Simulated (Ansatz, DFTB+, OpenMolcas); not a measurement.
## Loss of C2H6: C3H7N → HNC + C2H6

Species: C3H7N (cyclopropylamine) `NC1CC1`, singlet; HNC (hydrogen isocyanide) `[C-]#[NH+]`, singlet; C2H6 `CC`, singlet. 

Shapes, held fixed at every level: PBE0-D4/def2-TZVP. Flexible molecules stand in one conformer, not always the lowest. Programs: Ansatz 0.2.0, DFTB+ 25.1, OpenMolcas 26.06. The zero-point and thermal change to 298 K, harmonic and unscaled (PBE0-D4/def2-TZVP), is -15.3 kJ/mol.

(1) Estimate the reaction enthalpy at 298 K.

## Answers

(1) From tabulated heats of formation (Active Thermochemical Tables, CRC Handbook of Chemistry and Physics), ΔH(298 K) = +31.2 kJ/mol. Nearest: CCSD(T)/CBS estimate (-0.3); farthest: DFTB2 (-147.5). 5 of 9 levels lie within 10 kJ/mol. The wrong sign comes from DFTB2. The CBS estimate extrapolates MP2 from def2-TZVPP and def2-QZVPP and adds CCSD(T) − MP2 in the triple-zeta set, cores frozen.

```csv
level,kind,ΔH (kJ/mol),computed − measured
DFTB2,semi-empirical,-116.3,-147.5
SPW92/def2-TZVPP,LDA,+127.1,+96.0
PBE-D4/def2-TZVPP,GGA,+62.7,+31.5
r2SCAN-D4/def2-TZVPP,meta-GGA,+54.5,+23.4
B3LYP/6-31G* (spherical functions),global hybrid,+23.3,-7.9
BHLYP-D4/def2-TZVPP,global hybrid,+32.6,+1.4
CCSD(T)/def2-TZVPP,coupled cluster or CI,+23.5,-7.7
CCSD/def2-TZVPP,coupled cluster or CI,+22.2,-9.0
CCSD(T)/CBS estimate,coupled cluster or CI,+30.9,-0.3
```
